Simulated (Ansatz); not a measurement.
**HAl–AlH⁺, doublet in 6-31G: errors against full CI**

Geometry: that of the HAl–AlH, singlet, kept fixed.

```xyz
4

Al    0.0000   -0.1535    1.3084
Al    0.0000    0.1535   -1.3084
H     0.0000    1.1439    2.2825
H     0.0000   -1.1439   -2.2825
```

Basis 6-31G; Ansatz 0.2.0. Only valence electrons are correlated (noble-gas cores frozen), which leaves 7 electrons in 20 orbitals. Prefix R: restricted or restricted open-shell reference; prefix U: unrestricted. Active spaces: valence = (7e, 10o) chosen from the atoms' valence shells.

Full CI is exact within this basis and frozen core; it isn't the basis-set limit. The frozen core follows each run's orbitals, which can shift R against U totals by a few meV.

For open shells CISD and CISDTQ are restricted-active-space CI with the open shells as a complete middle space.

- UHF ⟨S²⟩: 0.847
- T1 diagnostic (RCCSD): 0.0328
- largest doubles amplitude (RCCSD): 0.091
- T1 diagnostic (UCCSD): 0.0345

```json
{"level": "RHF", "E − E(full CI) (kcal/mol)": "53.52", "share of correlation (%)": "0.00", "wall time": "–"}
{"level": "UHF", "E − E(full CI) (kcal/mol)": "48.17", "share of correlation (%)": "9.99", "wall time": "–"}
{"level": "RMP2", "E − E(full CI) (kcal/mol)": "17.61", "share of correlation (%)": "67.09", "wall time": "–"}
{"level": "UMP2", "E − E(full CI) (kcal/mol)": "17.97", "share of correlation (%)": "66.42", "wall time": "–"}
{"level": "CISD", "E − E(full CI) (kcal/mol)": "4.31", "share of correlation (%)": "91.94", "wall time": "0.62 s"}
{"level": "RCCSD", "E − E(full CI) (kcal/mol)": "1.60", "share of correlation (%)": "97.00", "wall time": "–"}
{"level": "UCCSD", "E − E(full CI) (kcal/mol)": "1.47", "share of correlation (%)": "97.25", "wall time": "–"}
{"level": "RCCSD(T)", "E − E(full CI) (kcal/mol)": "0.57", "share of correlation (%)": "98.93", "wall time": "0.78 s"}
{"level": "UCCSD(T)", "E − E(full CI) (kcal/mol)": "0.57", "share of correlation (%)": "98.93", "wall time": "0.57 s"}
{"level": "BCCD(T)", "E − E(full CI) (kcal/mol)": "0.58", "share of correlation (%)": "98.92", "wall time": "0.9 s"}
{"level": "RCCSDT", "E − E(full CI) (kcal/mol)": "0.06", "share of correlation (%)": "99.89", "wall time": "–"}
{"level": "UCCSDT", "E − E(full CI) (kcal/mol)": "0.05", "share of correlation (%)": "99.90", "wall time": "–"}
{"level": "CISDTQ", "E − E(full CI) (kcal/mol)": "0.12", "share of correlation (%)": "99.78", "wall time": "2.8 s"}
{"level": "RCCSDT(Q)", "E − E(full CI) (kcal/mol)": "0.01", "share of correlation (%)": "99.97", "wall time": "2.8 s"}
{"level": "UCCSDT(Q)", "E − E(full CI) (kcal/mol)": "0.01", "share of correlation (%)": "99.98", "wall time": "2.6 s"}
{"level": "RCCSDTQ", "E − E(full CI) (kcal/mol)": "0.00", "share of correlation (%)": "100.00", "wall time": "15 s"}
{"level": "UCCSDTQ", "E − E(full CI) (kcal/mol)": "0.00", "share of correlation (%)": "100.00", "wall time": "17 s"}
{"level": "CASSCF (valence space)", "E − E(full CI) (kcal/mol)": "7.65", "share of correlation (%)": "85.70", "wall time": "–"}
{"level": "NEVPT2 (valence space)", "E − E(full CI) (kcal/mol)": "2.29", "share of correlation (%)": "95.72", "wall time": "2.8 s"}
{"level": "MRCISD (valence space)", "E − E(full CI) (kcal/mol)": "0.19", "share of correlation (%)": "99.64", "wall time": "–"}
{"level": "MRCISD+Q (valence space)", "E − E(full CI) (kcal/mol)": "0.11", "share of correlation (%)": "99.80", "wall time": "4.8 s"}
```

The correlation energy at full CI, counted from RHF, is -2.321 eV. That run took 10 s on 1 thread of Arm Neoverse V2, shared host over 1,391,016 determinants.

Times hold each run's SCF and search for its determinant on a shared host, so for small cases they say little of a method's own cost; they ran on 1 thread of Arm Neoverse V2.

The full-CI state has the irrep Bu of C2h, in the program's axes.

Natural occupations of full CI about the gap: 1.955 1.950 1.920 0.989 0.055 0.040 0.025 0.022 0.016 0.013; effectively unpaired electrons, Σ n²(2−n)², 1.06.
